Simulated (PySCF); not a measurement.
Homolysis of single bonds, series Ga Cl-OH. All species are isolated molecules in the gas phase. One relaxed conformer stands for each flexible species; it need not be the lowest. Strings in code marks are SMILES.

All values below come from PBE0-D4/def2-TZVP (PySCF). 

| species | highest occupied spin orbital (eV) | dipole moment (D) |
|---|---|---|
| whole molecule (`[Cl][Ga]([Cl])[Cl]`) | – | 0.00 |
| radical fragment (`[Cl]`) | (withheld) | 0.00 |
| radical fragment (`[Ga]([Cl])[Cl]`) | (withheld) | 1.76 |
| whole molecule (`[OH][Ga]([Cl])[Cl]` (H–O–Ga–Cl torsion 180°)) | – | – |
| radical fragment (`[OH]`) | -9.09 | 1.77 |
| radical fragment (`[OH][Ga][Cl]` (H–O–Ga–Cl torsion 180°)) | -6.75 | – |

Question: What belongs in the gaps?

Answer: 
- radical fragment (`[Cl]`), highest occupied spin orbital (eV): -9.54
- radical fragment (`[Ga]([Cl])[Cl]`), highest occupied spin orbital (eV): -7.08
